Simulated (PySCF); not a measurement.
Write Cartesian coordinates for `C[C@H](O)CCO` (1,3-butanediol) as optimised with GFN2-xTB.

```xyz
16
C4H10O2 angstrom
C     -1.9794    0.3386   -0.1775
C     -0.6204   -0.1743    0.2958
O     -0.1807    0.5395    1.4422
C      0.4388   -0.0154   -0.7991
C      1.8087   -0.5482   -0.3699
O      2.4602    0.2971    0.5393
H     -2.7300    0.2111    0.6018
H     -2.3019   -0.2074   -1.0595
H     -1.9089    1.3960   -0.4233
H     -0.7082   -1.2444    0.5532
H     -0.8888    0.5474    2.0944
H      0.5389    1.0435   -1.0429
H      0.1035   -0.5521   -1.6867
H      1.6890   -1.5566    0.0590
H      2.4673   -0.6232   -1.2396
H      1.8042    0.5574    1.2015
```

Any rigid rotation of these coordinates is as good. Atoms count from 1 in this order. H16 on O6 lies 2.00 Å from O3, 5 bonds away (angle at H 139°; Bondi radii sum to 2.72 Å): the geometry of an intramolecular hydrogen bond. Of the pairs four or more bonds apart, those above aside, O3···O6 is among the closest relative to their van der Waals radii: 2.80 Å, 92 % of the sum of Bondi's values. O3 (alcohol oxygen) is bent (angle 108.9°). All 3 C–C bonds measure 1.528 to 1.532 Å.

Bonds between heavy atoms (Å): C1–C2 1.528, C2–O3 1.420, C2–C4 1.532, C4–C5 1.531, C5–O6 1.402.

The geometry is computed with GFN2-xTB (gas phase).

Point group: C1 (no symmetry element, even within 0.4 Å). Not checked by GFN2-xTB frequencies. The numbers are those of one conformer (C1–C2–O3–H 50°, C1–C2–C4–C5 -179°, C2–C4–C5–O6 -74°, C4–C5–O6–H 45°).
